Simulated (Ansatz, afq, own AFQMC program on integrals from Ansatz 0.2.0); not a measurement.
## SiH₃⁺, triplet: AFQMC among the cluster methods

```xyz
4

Si    0.0000    0.0882   -0.1026
H     0.0000   -1.5980   -1.0738
H     0.5729   -0.4300    1.9669
H    -0.5729   -0.4300    1.9669
```

Basis cc-pVDZ. Noble-gas cores (and the filled d shells of Ga–Kr and In–Xe) are frozen. AFQMC by an in-house program on the Cholesky factors that Ansatz 0.2.0 writes for its CCSD(T) run. ph-AFQMC/CISD is guided by a CISD state made of CCSD amplitudes; releasing the constraint for a short imaginary time cuts its bias at the price of noise, slowly where states lie close. Error bars are statistical, one sigma.

Determinant: UHF, the one that the program's search chose, which needn't be the lowest solution. The geometry is a point of a scan.

Full CI on the same integrals is exact in this basis and with this determinant's frozen core.

Cautions: lower spins were not checked; unrestricted determinant slightly spin contaminated (⟨S²⟩ 2.07 against 2.00); the released energies are still falling, so no released level is given (meV from the phaseless value at times in 1/Eh: -1.5 ± 1.7 at 0.24, -2 ± 4 at 0.51, -7.4 ± 1.2 at 0.99, -9.6 ± 1.1 at 1.62, -192 ± 180 at 2.40).

```
T1 diagnostic                               : 0.0301
weight of the determinant in the CISD state : 0.893
⟨S²⟩ of the determinant                     : 2.070
size of the correlated space                : 6 electrons in 28 orbitals
```

```
  level  correlation energy (eV)
    MP2                  -2.0308
   CCSD                  -2.9159
CCSD(T)                  -2.9829
```

Question: Estimate where phaseless AFQMC with the Hartree–Fock trial lies against CCSD(T) on the same integrals.

Answer: 3.2 ± 2.0 kJ/mol above CCSD(T). The gap is under twice the noise, so this walk alone can't tell the two apart.

Reference: full CI, correlation energy -3.014 eV.

```json
{"level": "CCSD(T)", "E − E(reference) (kJ/mol)": "3.0", "share of correlation (%)": "98.97"}
{"level": "CCSDT", "E − E(reference) (kJ/mol)": "0.3", "share of correlation (%)": "99.90"}
{"level": "CCSDT(Q)", "E − E(reference) (kJ/mol)": "0.1", "share of correlation (%)": "99.98"}
{"level": "CCSDTQ", "E − E(reference) (kJ/mol)": "0.0", "share of correlation (%)": "100.00"}
{"level": "ph-AFQMC/HF", "E − E(reference) (kJ/mol)": "6.2 ± 2.0", "share of correlation (%)": "97.87"}
{"level": "ph-AFQMC/CISD", "E − E(reference) (kJ/mol)": "1.3 ± 0.2", "share of correlation (%)": "99.55"}
```

CCSDT and higher add their correlation energy to the determinant of the CCSD(T) run, since their own runs factorise the integrals more tightly (a shift of under 2 meV). A walk keeps the symmetry of its determinant, which the program's search chose and which needn't be the lowest solution, so a lower state of the same spin and another symmetry isn't excluded.
